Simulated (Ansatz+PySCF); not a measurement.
Values are calculated unless marked as measured or tabulated.
## Several solutions for singlet C2

```json
{"atom": "C", "x (Å)": "0.0000", "y (Å)": "0.0000", "z (Å)": "-0.6280"}
{"atom": "C", "x (Å)": "0.0000", "y (Å)": "0.0000", "z (Å)": "0.6280"}
```

Basis set: def2-SVP (spherical functions). Charge 0, multiplicity 1.

ωB97X (unrestricted) was run from several starts with Ansatz (development build ahead of 0.2.0) and PySCF 2.14.0.

| run | program | start | converged | energy (hartree) | <S²> |
| --- | --- | --- | --- | --- | --- |
| A | Ansatz | search for the lowest state | yes | -75.81305 | 1.05 |
| B | Ansatz | stability test followed | yes | -75.81305 | 1.05 |
| C | PySCF | guess minao, instabilities followed | yes | -75.81296 | 0.93 |
| D | Ansatz | atomic start, no search | yes | -75.77769 | 0.00 |
| E | PySCF | program defaults | yes | -75.77770 | 0.00 |

(1) Which runs reached the lowest solution of this kind, and what is wrong with the others?

Answers

(1) A, B, C reached the lowest solution found or ended within 0.01 eV of it (a small difference can mark another solution nearby). Converged but too high: D by 0.96 eV, E by 0.96 eV. Convergence only shows a stationary point, and even a stable one can lie too high; stability tests and further starts are what find lower ones. Caution: the unrestricted determinant is a mixture of spin states. Caution: the determinant breaks the point group.
